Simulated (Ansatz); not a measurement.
# LiC+ (singlet): the correlation ladder at distance C1–Li2 = 2.830 Å, aug-cc-pVTZ

The task here is to estimate one member of a computed series from the others.

Method: aug-cc-pVTZ, core rule «outside noble gas», up to 2 orbitals frozen; program: Ansatz 0.2.0, Gaussian basis.

The runs, in order: UHF; CCSD(T) on RHF; CCSD(T) on UHF; BCCD(T) on RHF; CCSDT(Q) on RHF; CCSDT(Q) on UHF; Full CI.

43 further runs of the same task are left out: 19 for a known fault of the program, 12 that didn't finish, 12 set aside as unsound or not needed.

## What is computed

The geometry derives from a PBE0/def2-TZVP stationary point (not a proven minimum). One bond is set to the value named and the two fragments are kept rigid.

2 atoms, charge 1, spin multiplicity 1.

Atoms are counted from 1 here; the program's logs count them from 0.

No contacts short enough for the rule that draws bonds.

Set-up of the first run:

Contents of in.yaml:

```yaml
crystal:
  periodic: [false, false, false]
  atoms:
    - {symbol: C, position_ang: [0.000000, 0.000000, 0.000000]}
    - {symbol: Li, position_ang: [0.000000, 0.000000, 2.830000]}
basis:
  gaussian: {orbitals: aug-cc-pVTZ}
total_charge: 1
magnetization: {spin_polarized: true, initial_magnetization: 0}
hamiltonian: {xc: hf}
output: {orbitals: {seedname: orbitals}}
```

Run with:

```
> ansatz run in.yaml --threads 1 --pin off --events-out ev --progress --plain --max-ram 2393MiB
```

Steps of the session up to this table: UHF; CCSD(T) on RHF; CCSD(T) on UHF; BCCD(T) on RHF; CCSDT(Q) on RHF; CCSDT(Q) on UHF; Full CI.

One table of the session follows, with a row left open; its other results are not shown here.

```
   method  from FCI (kJ/mol)
      RHF             +326.5
     RMP2              +98.4
    RCCSD                  ?
 RCCSD(T)               +6.0
  BCCD(T)               +6.0
   RCCSDT               +3.7
RCCSDT(Q)               +1.7
      FCI                  0
```

Q: Estimate the row for RCCSD from the others.

The run gave: from FCI (kJ/mol): +15.7. In the column «from FCI (kJ/mol)» it lies between BCCD(T) (+6.0) and RMP2 (+98.4).

Left out of the table: UHF, UMP2, UCCSD, UCCSD(T), UCCSDT, UCCSDT(Q) (another determinant or state than the rows shown).
